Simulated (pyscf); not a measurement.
Single points on ωB97X-D3(BJ)/def2-SVP structures (PySCF, gas phase). Correlated levels are frozen-core, on RHF or UHF. ΔMP2 is the change of the MP2 total energy from the triple- to the quadruple-zeta basis.

Problem. For the elementary gas-phase step `[OH][Au]` + `[FH]` -> `[F][Au]` + `[OH2]` (singlet surface; Au–O, F–H broken, Au–F, H–O formed), what barrier and reaction energy does CCSD(T)/def2-TZVPP + ΔMP2(QZVPP) give, measured from the separated reactants?

Solution. ΔE‡ = 4.2 kcal/mol, ΔE = +2.8 kcal/mol. Zero-point energy shifts the barrier by +0.6 kcal/mol. It is a four-centre exchange, with an imaginary mode of 620i cm⁻¹. On the reactant side the descent ends in a bound adduct, 13.3 kcal/mol under the separated species and 10.0 kcal/mol under the saddle at ωB97X-D3(BJ)/def2-TZVP. On the product side the descent ends in a bound adduct, 9.2 kcal/mol under the separated species and 7.1 kcal/mol under the saddle at ωB97X-D3(BJ)/def2-TZVP. At ωB97X-D3(BJ) the barrier from the zero used here is -3.2 kcal/mol. This is the saddle that the search found; another between the same sides may lie lower. The CCSD(T) − MP2 part came from Ansatz, without density fitting, on the same reference. The frozen core leaves the outer d or s,p core shells of the metals and heavy elements correlated in the MP2 and CC values, and def2-TZVPP describes them poorly, which can shift differences by a few kcal/mol. Elements past Kr carry the def2 core potentials, without spin-orbit coupling.
